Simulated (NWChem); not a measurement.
Species: ammonia (NH$_{3}$); SMILES N

```xyz
4

N      0.0000     0.0000     0.1389
H      0.6618     0.6618    -0.2664
H      0.2422    -0.9040    -0.2664
H     -0.9040     0.2422    -0.2664
```
Atoms are numbered in this order, from 1.

All runs: NWChem. The geometry was optimised at PBE0/def2-SVP. Atomic charges in e: unrestrained fits to the electrostatic potential beside Mulliken populations; the two definitions need not agree.

Question: What does the run give for B3LYP/def2-SVP? Quantities: ESP N1; Mulliken N1; relative RMS misfit of the potential (%).

Answer: 
```
Item                                      Result
----------------------------------------  ------
ESP N1                                     -0.91
Mulliken N1                                -0.24
relative RMS misfit of the potential (%)      23
```
